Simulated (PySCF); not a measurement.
**Li: ionisation energy**

Li [He] 2s1 (2S) → Li+ 1s2 (1S), as a difference of total energies. All numbers are calculated (PySCF 2.14, the non-relativistic Hamiltonian (point nucleus), in pcseg-2). The calculations carry no spin-orbit coupling.

```json
{"method": "UHF", "ionisation energy (eV)": "5.337", "error (eV)": "-0.055"}
{"method": "BP86", "ionisation energy (eV)": "5.559", "error (eV)": "+0.167"}
{"method": "MN15", "ionisation energy (eV)": "5.143", "error (eV)": "-0.249"}
```

Reference: 5.392 eV (measured; NIST Atomic Spectra Database, ionization energies).
